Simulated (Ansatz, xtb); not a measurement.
## Relative energy of two isomers of C2H3Al

We compare a, `C#[C][AlH2]`, a singlet, with b, `C=[CH][Al]`, a singlet. Both are isolated molecules in the gas phase, relaxed with r2SCAN-D4/def2-TZVP.

Energies in hartree; the thermal terms are from r2SCAN-D4/def2-TZVP harmonic frequencies (ideal gas, rigid rotor, one conformer each, 600 K, 1 atm) and include the zero-point energy:

|  | a | b |
| --- | --- | --- |
| E, CCSD(T)/def2-TZVPP | −319.795510 | −319.807032 |
| zero-point energy | 0.031422 | 0.040020 |
| H(600 K) − E | 0.046940 | 0.053368 |
| G(600 K) − E | −0.029024 | −0.020626 |

Work out ΔE, ΔE₀, ΔH and ΔG for a → b in kcal/mol (1 Eh = 627.51 kcal/mol) and the equilibrium ratio [b]/[a].

1. ΔE = −319.807032 − (−319.795510) = −0.011522 Eh = −7.23 kcal/mol.
2. ΔE₀ = ΔE + ΔZPE = −0.011522 + (+0.008598) Eh = −1.83 kcal/mol.
3. ΔH = ΔE + (+0.006428) Eh = −3.20 kcal/mol.
4. ΔG = ΔE + (+0.008398) Eh = −1.96 kcal/mol, so ΔS = (ΔH − ΔG)/T = −8.6 J/(mol K).
5. kT = 1.9001 mEh, so K = [b]/[a] = exp(−ΔG/kT) = exp(+1.64) ≈ 5.2.

Structure b is favoured at this temperature. An error of 1 kcal/mol in ΔG would change K by a factor of 2.3. GFN2-xTB, HF/STO-3G gave ΔE the other sign. Mirror images and further conformers aren't counted.

As drawn, b has 1 C=C, 2 C–H in place of 1 C≡C, 2 Al–H.

Other levels gave ΔE = +31.2 (GFN2-xTB); +9.5 (HF/STO-3G, GFN2-xTB geometries); −8.8 (r2SCAN-D4/def2-SVP, GFN2-xTB geometries); −6.3 (r2SCAN-D4/def2-TZVP); −3.2 (HF/def2-TZVPP); −3.5 (MP2/def2-TZVPP) kcal/mol. The correlated steps freeze 7 core orbitals. Programs: Ansatz 0.2.0, xtb 6.7.1.
